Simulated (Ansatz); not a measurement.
# C2H3FN2: from a rough start to a minimum

Aim: relax C2H3FN2 from a cheap starting geometry, check the end point by its vibrations and derive ideal-gas thermochemistry, and look at its orbitals and charge.

Program: Ansatz 0.2.0, Gaussian basis. Level of theory: RKS PBE0-D4/def2-TZVP. These are calculated values, not measurements.

Plan: relaxation at PBE-D4/def2-SVP; relaxation at PBE0-D4/def2-TZVP; harmonic vibrations at the same level; a single point in def2-TZVPP for the fields.

## (1) Where the work starts

SMILES `FC1N=CN1`, 8 atoms, charge 0, spin multiplicity 1.

Atoms are counted from 1 here; the program's logs count them from 0.

Bond lengths: F1–C2 1.307 Å, C2–N3 1.420 Å, C2–N5 1.426 Å, C2–H6 1.104 Å, N3–C4 1.326 Å, C4–N5 1.377 Å, C4–H7 1.056 Å, N5–H8 0.986 Å. Angles: F1–C2–N3 110.2°, F1–C2–N5 111.6°, F1–C2–H6 116.7°, N3–C2–N5 85.6°, N3–C2–H6 115.7°, N5–C2–H6 113.1°, C2–N3–C4 92.7°, N3–C4–N5 91.3°, N3–C4–H7 141.9°, N5–C4–H7 126.1°, C2–N5–C4 90.4°, C2–N5–H8 113.9°, C4–N5–H8 114.1°.

As a file:

```mol
C2H3FN2
  3D, bonds by distance, orders not assigned

  8  8  0  0  0  0  0  0  0  0999 V2000
   -1.7760   -0.3297    0.0148 F   0  0
   -0.6761    0.1221    0.5579 C   0  0
    0.2691   -0.9286    0.6955 N   0  0
    1.0768   -0.4075   -0.2182 C   0  0
    0.2160    0.6471   -0.4231 N   0  0
   -0.7903    0.7807    1.4364 H   0  0
    1.9385   -0.6265   -0.7881 H   0  0
   -0.1659    0.6854   -1.3310 H   0  0
  1  2  8  0
  2  3  8  0
  3  4  8  0
  4  5  8  0
  2  6  8  0
  4  7  8  0
  5  8  8  0
  2  5  8  0
M  END
```

The start is a force-field geometry with small random shifts, so a cheaper pass at PBE-D4/def2-SVP comes first.

## (2) Geometry optimisation, PBE-D4/def2-SVP (cheap first pass)

The input, in.yaml:

```yaml
crystal:
  periodic: [false, false, false]
  atoms:
    - {symbol: F, position_ang: [-1.776000, -0.329700, 0.014800]}
    - {symbol: C, position_ang: [-0.676100, 0.122100, 0.557900]}
    - {symbol: N, position_ang: [0.269100, -0.928600, 0.695500]}
    - {symbol: C, position_ang: [1.076800, -0.407500, -0.218200]}
    - {symbol: N, position_ang: [0.216000, 0.647100, -0.423100]}
    - {symbol: H, position_ang: [-0.790300, 0.780700, 1.436400]}
    - {symbol: H, position_ang: [1.938500, -0.626500, -0.788100]}
    - {symbol: H, position_ang: [-0.165900, 0.685400, -1.331000]}
basis:
  gaussian: {orbitals: def2-SVP}
hamiltonian: {xc: pbe, dispersion: d4}
relax: {f_tol: 0.03, max_steps: 200}
```

Command:

```bash
ansatz run in.yaml --threads 2 --pin off --events-out ev --progress --plain --max-ram 4352MiB
```

Standard output (excerpt; [...] marks lines left out):

```text
Functional definition: PBE
  name "PBE"
  cite "Perdew, Burke & Ernzerhof, Phys. Rev. Lett. 77, 3865 (1996) doi:10.1103/PhysRevLett.77.3865"
  parent pbe
[...]
982 factors; their error is unknown
[...]
mean field -7802.37568244 eV, -286.7320176896 hartree, gradient 3.9e-5 eV, S^2 0.000000; 0 other end points of the search recorded, 0 dependent functions left out
[...]
reference -7802.37570755 eV, -286.7320186124 hartree; 19, 19 occupied and 66, 66 virtual orbitals, 982 factors
relax step   1: F+E_penalty+E_count = -7802.51078456 eV  Δ(F+E_penalty+E_count) = +0.000e0 eV  max|allowed force component| = 4.804e0 eV/Å  Δτ_max = 0.0000 Å  (28 SCF iters, accepted)
[...]
relax step   7: F+E_penalty+E_count = -7803.58598707 eV  Δ(F+E_penalty+E_count) = -3.713e-4 eV  max|allowed force component| = 3.407e-2 eV/Å  Δτ_max = 0.0053 Å  (32 SCF iters, accepted)
[...]
relax step   8: F+E_penalty+E_count = -7803.58620158 eV  Δ(F+E_penalty+E_count) = -2.145e-4 eV  max|allowed force component| = 9.160e-3 eV/Å  Δτ_max = 0.0057 Å  (33 SCF iters, accepted)
982 factors; their error is unknown
mean field -7803.45357087 eV, -286.7716293585 hartree, gradient 2.1e-5 eV, S^2 0.000000; 1 other end points of the search recorded, 0 dependent functions left out
[...]
reference -7803.45359603 eV, -286.7716302834 hartree; 19, 19 occupied and 66, 66 virtual orbitals, 982 factors
Total energy: -7803.58622674 eV, -286.7765043721 hartree
Atom 0 at    -1.854676    -0.346798     0.101717 Å, force    -0.003336    -0.003139    -0.002124 eV/Å
Atom 1 at    -0.642504     0.082884     0.542249 Å, force     0.001534     0.003586    -0.003959 eV/Å
Atom 2 at     0.360033    -0.986108     0.752554 Å, force     0.000976    -0.005529     0.008907 eV/Å
Atom 3 at     1.004397    -0.425124    -0.233828 Å, force    -0.009160     0.001500     0.007194 eV/Å
Atom 4 at     0.207580     0.694870    -0.518772 Å, force     0.005082    -0.006060    -0.008219 eV/Å
Atom 5 at    -0.788538     0.745036     1.424788 Å, force     0.002088     0.000236     0.002567 eV/Å
Atom 6 at     1.989302    -0.679850    -0.669057 Å, force     0.004289     0.002420    -0.005063 eV/Å
Atom 7 at    -0.183493     0.858090    -1.455450 Å, force    -0.001475     0.006985     0.000696 eV/Å
Dipole moment:     0.117662     0.337121    -0.393668 e Å
```

Run time: 11 s. Hardware: 2 threads of Arm Neoverse V2, shared host.

The steps of the relaxation:

| step | energy from step 1 (eV) | largest force component (eV/Å) |
| --- | --- | --- |
| 1 | 0.0000 | 4.8043 |
| 2 | -0.9174 | 1.7690 |
| 3 | -1.0506 | 0.6631 |
| 4 | -1.0705 | 0.2738 |
| 5 | -1.0717 | 0.3242 |
| 6 | -1.0748 | 0.0673 |
| 7 | -1.0752 | 0.0341 |
| 8 | -1.0754 | 0.0092 |

Distances of close pairs at the start and the end, largest changes first:

| bond | before (Å) | after (Å) | change (Å) |
| --- | --- | --- | --- |
| C2–N5 | 1.426 | 1.491 | +0.065 |
| C2–N3 | 1.420 | 1.481 | +0.061 |
| F1–C2 | 1.307 | 1.359 | +0.052 |
| C4–H7 | 1.056 | 1.107 | +0.050 |
| N5–H8 | 0.986 | 1.028 | +0.042 |
| C4–N5 | 1.377 | 1.404 | +0.027 |
| N3–C4 | 1.326 | 1.305 | -0.021 |
| C2–H6 | 1.104 | 1.113 | +0.009 |

## (3) Geometry optimisation, PBE0-D4/def2-TZVP

The input, in.yaml:

```yaml
crystal:
  periodic: [false, false, false]
  atoms:
    - {symbol: F, position_ang: [-1.854676, -0.346798, 0.101717]}
    - {symbol: C, position_ang: [-0.642504, 0.082884, 0.542249]}
    - {symbol: N, position_ang: [0.360033, -0.986108, 0.752554]}
    - {symbol: C, position_ang: [1.004397, -0.425124, -0.233828]}
    - {symbol: N, position_ang: [0.207580, 0.694870, -0.518772]}
    - {symbol: H, position_ang: [-0.788538, 0.745036, 1.424788]}
    - {symbol: H, position_ang: [1.989302, -0.679850, -0.669057]}
    - {symbol: H, position_ang: [-0.183493, 0.858090, -1.455450]}
basis:
  gaussian: {orbitals: def2-TZVP}
hamiltonian: {xc: pbe0, dispersion: d4}
relax: {f_tol: 0.005, max_steps: 150}
```

Same command.

Standard output (excerpt; [...] marks lines left out):

```text
Functional definition: PBE0
  name "PBE0"
  cite "Adamo & Barone, J. Chem. Phys. 110, 6158 (1999) doi:10.1063/1.478522"
  cite "Perdew, Burke & Ernzerhof, Phys. Rev. Lett. 77, 3865 (1996) doi:10.1103/PhysRevLett.77.3865"
  parent pbe
[...]
958 factors; their error is unknown
[...]
mean field -7812.56168146 eV, -287.1063462491 hartree, gradient 2.4e-5 eV, S^2 0.000000; 0 other end points of the search recorded, 0 dependent functions left out
[...]
reference -7812.56170299 eV, -287.1063470405 hartree; 19, 19 occupied and 154, 154 virtual orbitals, 958 factors
relax step   1: F+E_penalty+E_count = -7812.67033723 eV  Δ(F+E_penalty+E_count) = +0.000e0 eV  max|allowed force component| = 1.070e0 eV/Å  Δτ_max = 0.0000 Å  (29 SCF iters, accepted)
[...]
reference -7812.60507450 eV, -287.1079409140 hartree; 19, 19 occupied and 154, 154 virtual orbitals, 958 factors
Total energy: -7812.71375821 eV, -287.1119349667 hartree
Atom 0 at    -1.835124    -0.335922     0.094768 Å, force     0.000372    -0.000349    -0.000020 eV/Å
Atom 1 at    -0.633779     0.089862     0.539449 Å, force    -0.000453     0.000128     0.000864 eV/Å
Atom 2 at     0.357351    -0.975544     0.732726 Å, force    -0.000304    -0.000004     0.000262 eV/Å
Atom 3 at     0.999690    -0.419912    -0.231663 Å, force     0.000486    -0.000247    -0.000430 eV/Å
Atom 4 at     0.209151     0.698122    -0.510495 Å, force     0.000614     0.000534     0.000555 eV/Å
Atom 5 at    -0.782533     0.731561     1.410882 Å, force     0.000314    -0.000443    -0.000013 eV/Å
Atom 6 at     1.966782    -0.673144    -0.659452 Å, force    -0.000972     0.000229     0.000369 eV/Å
Atom 7 at    -0.189436     0.827979    -1.432015 Å, force    -0.000057     0.000152    -0.001587 eV/Å
Dipole moment:     0.179381     0.320774    -0.390437 e Å
```

Wall time 26 s (2 threads of Arm Neoverse V2, shared host).

Relaxation path:

| step | energy from step 1 (eV) | largest force component (eV/Å) |
| --- | --- | --- |
| 1 | 0.0000 | 1.0698 |
| 2 | -0.0388 | 0.2877 |
| 3 | -0.0427 | 0.0693 |
| 4 | -0.0432 | 0.0511 |
| 5 | -0.0433 | 0.0320 |
| 6 | -0.0433 | 0.0190 |
| 7 | -0.0434 | 0.0119 |
| 8 | -0.0434 | 0.0016 |

Close pairs (by a distance rule), those that changed most:

| bond | before (Å) | after (Å) | change (Å) |
| --- | --- | --- | --- |
| C2–H6 | 1.113 | 1.092 | -0.021 |
| N3–C4 | 1.305 | 1.285 | -0.020 |
| C4–H7 | 1.107 | 1.087 | -0.019 |
| N5–H8 | 1.028 | 1.012 | -0.016 |
| C2–N5 | 1.491 | 1.477 | -0.013 |
| C2–N3 | 1.481 | 1.468 | -0.013 |
| F1–C2 | 1.359 | 1.350 | -0.010 |
| C4–N5 | 1.404 | 1.397 | -0.006 |

Mulliken charges at the end point, from the run's report:

| atom | value (e) |
| --- | --- |
| F1 | -0.19 |
| C2 | 0.23 |
| N3 | -0.27 |
| C4 | 0.10 |
| N5 | -0.34 |
| H6 | 0.10 |
| H7 | 0.14 |
| H8 | 0.23 |

## (4) Vibrations by finite differences

The input, in.yaml:

```yaml
crystal:
  periodic: [false, false, false]
  atoms:
    - {symbol: F, position_ang: [-1.835124, -0.335922, 0.094768]}
    - {symbol: C, position_ang: [-0.633779, 0.089862, 0.539449]}
    - {symbol: N, position_ang: [0.357351, -0.975544, 0.732726]}
    - {symbol: C, position_ang: [0.999690, -0.419912, -0.231663]}
    - {symbol: N, position_ang: [0.209151, 0.698122, -0.510495]}
    - {symbol: H, position_ang: [-0.782533, 0.731561, 1.410882]}
    - {symbol: H, position_ang: [1.966782, -0.673144, -0.659452]}
    - {symbol: H, position_ang: [-0.189436, 0.827979, -1.432015]}
basis:
  gaussian: {orbitals: def2-TZVP}
hamiltonian: {xc: pbe0, dispersion: d4}
phonons: {temperatures: {t_min: 298.15, t_max: 900, t_step: 200}}
```

The command is unchanged.

Standard output (excerpt; [...] marks lines left out):

```text
Functional definition: PBE0
  name "PBE0"
  cite "Adamo & Barone, J. Chem. Phys. 110, 6158 (1999) doi:10.1063/1.478522"
  cite "Perdew, Burke & Ernzerhof, Phys. Rev. Lett. 77, 3865 (1996) doi:10.1103/PhysRevLett.77.3865"
  parent pbe
[...]
958 factors; their error is unknown
[...]
mean field -7812.60505291 eV, -287.1079401207 hartree, gradient 2.7e-5 eV, S^2 0.000000; 0 other end points of the search recorded, 0 dependent functions left out
[...]
reference -7812.60507423 eV, -287.1079409040 hartree; 19, 19 occupied and 154, 154 virtual orbitals, 958 factors
[...]
958 factors; their error is unknown
mean field -7812.60494253 eV, -287.1079360640 hartree, gradient 1.8e-6 eV, S^2 0.000000; 0 other end points of the search recorded, 0 dependent functions left out
[...]
reference -7812.60496385 eV, -287.1079368476 hartree; 19, 19 occupied and 154, 154 virtual orbitals, 958 factors
[...]
Atom 0 at    -1.835124    -0.335922     0.094768 Å, force     0.000387    -0.000350    -0.000024 eV/Å
Atom 1 at    -0.633779     0.089862     0.539449 Å, force    -0.000480     0.000150     0.000891 eV/Å
Atom 2 at     0.357351    -0.975544     0.732726 Å, force    -0.000298     0.000009     0.000236 eV/Å
Atom 3 at     0.999690    -0.419912    -0.231663 Å, force     0.000527    -0.000273    -0.000428 eV/Å
Atom 4 at     0.209151     0.698122    -0.510495 Å, force     0.000601     0.000530     0.000552 eV/Å
Atom 5 at    -0.782533     0.731561     1.410882 Å, force     0.000320    -0.000452    -0.000031 eV/Å
Atom 6 at     1.966782    -0.673144    -0.659452 Å, force    -0.000998     0.000234     0.000380 eV/Å
Atom 7 at    -0.189436     0.827979    -1.432015 Å, force    -0.000058     0.000151    -0.001576 eV/Å
Dipole moment:     0.179381     0.320774    -0.390438 e Å
Vibrations: 275.76 428.72 558.13 719.15 943.97 948.32 1002.49 1042.42 1123.79 1163.72 1232.85 1277.92 1366.14 1393.95 1646.06 3112.32 3186.63 3571.39 cm⁻¹, zero-point energy 1.549414 eV
```

Wall time 98 s (2 threads of Arm Neoverse V2, shared host).

Motions are named by where the mode's potential energy lies. Wavenumbers, unscaled:

| mode | cm⁻¹ | motion |
| --- | --- | --- |
| 1 | 276 | torsion |
| 2 | 429 | bend with torsion |
| 3 | 558 | torsion |
| 4 | 719 | torsion with bend |
| 5 | 944 | torsion |
| 6 | 948 | C–N stretch with bend |
| 7 | 1002 | bend with C–N stretch |
| 8 | 1042 | torsion with bend |
| 9 | 1124 | bend with C–N stretch |
| 10 | 1164 | C–F stretch with bend |
| 11 | 1233 | bend |
| 12 | 1278 | bend |
| 13 | 1366 | bend |
| 14 | 1394 | bend |
| 15 | 1646 | C–N stretch with bend |
| 16 | 3112 | C–H stretch |
| 17 | 3187 | C–H stretch |
| 18 | 3571 | N–H stretch |

From these modes and the moments of inertia (298.15 K, 1 bar, symmetry number 1):

| term | value |
| --- | --- |
| zero-point energy | 149.5 kJ/mol |
| H(298) − E | 162.7 kJ/mol |
| entropy, translation | 162.5 J/(mol K) |
| entropy, rotation | 102.6 J/(mol K) |
| entropy, vibration | 16.1 J/(mol K) |
| entropy, total | 281.2 J/(mol K) |

## (5) Fields at the relaxed geometry

in.yaml, as its differences from that of step 4:

```diff
@@ -12,4 +12,4 @@
 basis:
-  gaussian: {orbitals: def2-TZVP}
+  gaussian: {orbitals: def2-TZVPP}
 hamiltonian: {xc: pbe0, dispersion: d4}
-phonons: {temperatures: {t_min: 298.15, t_max: 900, t_step: 200}}
+output: {orbitals: {seedname: orbitals}}
```

Same command.

Standard output:

```text
Functional definition: PBE0
  name "PBE0"
  cite "Adamo & Barone, J. Chem. Phys. 110, 6158 (1999) doi:10.1063/1.478522"
  cite "Perdew, Burke & Ernzerhof, Phys. Rev. Lett. 77, 3865 (1996) doi:10.1103/PhysRevLett.77.3865"
  parent pbe
  parameter a = 0.25
  parameter kappa = 0.804
  parameter beta = 0.06672455060314922
  exchange = (1 - a)*pbe_x(kappa = kappa, mu = beta*pi^2/3) + a*exact_x
  correlation = pbe_c(beta = beta)
1003 factors; their error is unknown
mean field evaluation 1: about -7807.0184 eV, gradient 5.4e1 eV
mean field evaluation 2: about -7803.2675 eV, gradient 6.8e1 eV
mean field evaluation 4: about -7812.5910 eV, gradient 5.2e0 eV
mean field evaluation 8: about -7812.6464 eV, gradient 5.8e-1 eV
mean field evaluation 16: about -7812.6468 eV, gradient 4.7e-5 eV
mean field -7812.64676203 eV, -287.1094729025 hartree, gradient 4.7e-5 eV, S^2 0.000000; 0 other end points of the search recorded, 0 dependent functions left out
reference -7812.64678356 eV, -287.1094736935 hartree; 19, 19 occupied and 178, 178 virtual orbitals, 1003 factors
Total energy: -7812.75546725 eV, -287.1134677456 hartree
```

Wall time 2.3 s (2 threads of Arm Neoverse V2, shared host).

Orbitals, density, ELF and potential are computed afterwards from the orbital file.

Frontier orbitals at PBE0-D4/def2-TZVPP, with the share of their density that lies nearest to each atom:

| orbital | energy (eV) | lies on |
| --- | --- | --- |
| HOMO-1 | -8.81 | N3 63 %; C4 10 %; N5 8 % |
| HOMO | -7.47 | N3, N5 about 41 % each |
| LUMO | -0.53 | C4 38 %; N3 28 %; H7 14 % |

ELF in a plane through or near 5 of the atoms.

Values, 10 rows by 14 columns:
```
0.00 0.00 0.00 0.00 0.00 0.00 0.00 0.00 0.00 0.00 0.00 0.00 0.00 0.00
0.00 0.00 0.00 0.00 0.00 0.01 0.09 0.07 0.00 0.00 0.00 0.00 0.00 0.00
0.00 0.00 0.00 0.00 0.01 0.34 0.84 0.80 0.21 0.01 0.00 0.00 0.00 0.00
0.00 0.00 0.02 0.14 0.04 0.31 0.85 0.83 0.21 0.03 0.01 0.00 0.00 0.00
0.00 0.00 0.80 0.99 0.97 0.41 0.82 0.82 0.47 0.38 0.04 0.00 0.00 0.00
0.00 0.00 0.65 0.97 0.90 0.60 0.79 0.77 0.35 0.38 0.26 0.05 0.00 0.00
0.00 0.00 0.00 0.04 0.02 0.21 0.83 0.75 0.07 0.07 0.15 0.02 0.00 0.00
0.00 0.00 0.00 0.00 0.00 0.27 0.96 0.93 0.07 0.00 0.00 0.00 0.00 0.00
0.00 0.00 0.00 0.00 0.00 0.02 0.19 0.13 0.01 0.00 0.00 0.00 0.00 0.00
0.00 0.00 0.00 0.00 0.00 0.00 0.00 0.00 0.00 0.00 0.00 0.00 0.00 0.00
```
The map spans 9.5 Å across and 8.5 Å up, centred on the molecule. Atoms in the plane (x, y in Å): C2 (0.8, 0.2), N3 (-0.2, 1.2), C4 (-1.1, 0.3), H7 (-2.1, 0.3), H8 (-0.2, -1.6).

On the surface of density 0.002 e/bohr³ the electrostatic potential runs, from the 1st to the 99th percentile, from -1.75 V near N3 to 2.04 V near H8.

## (6) Outcome

```
                  quantity            value
               point group               C1
                     steps            8 + 8
shift from the start (rms)          0.109 Å
              total energy    -7812.7138 eV
           dispersion term         -109 meV
             dipole moment           2.58 D
lowest, highest wavenumber   276, 3571 cm⁻¹
         zero-point energy     149.5 kJ/mol
       entropy at 298.15 K  281.2 J/(mol K)
                HOMO, LUMO  -7.47, -0.53 eV
```

**Reading.** The atoms moved 0.11 Å (rms) from the start; the bond that changed most is C2–N5, from 1.426 to 1.477 Å. No mode is imaginary: a true minimum at this level. The stiffest mode, 3571 cm⁻¹, is an N–H stretch. Harmonic hybrid wavenumbers usually lie a few per cent above measured fundamentals. The largest Mulliken charge, -0.34 e, sits on N5. The HOMO lies mostly on N3, N5 about 41 % each and the LUMO on C4 38 %; N3 28 %.
